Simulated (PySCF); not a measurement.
formaldehyde (CH₂O), SMILES C=O.

Coordinates come from a r2SCAN-D4/def2-TZVPD optimisation.

Two levels are set side by side: TDA-PBE/def2-TZVPD (PySCF) and ADC(2)/aug-cc-pVDZ (PySCF). Vertical, same geometry; the bases differ. Differences are taken from unrounded values.

| quantity | ADC(2) |
|---|---|
| lowest singlet excitation (eV) | 3.98 |

### Question
What does TDA-PBE give, and how far is it from ADC(2)? (An estimate is asked for; the answer gives what the named calculation found.)

### Answer

```json
[
 {"quantity": "lowest singlet excitation (eV)", "TDA-PBE": "3.88", "TDA-PBE minus ADC(2)": "-0.10"}
]
```

Rough cost on one machine, each run with all the roots and properties that it gave: ADC(2) against TDA-PBE within a factor of 2.
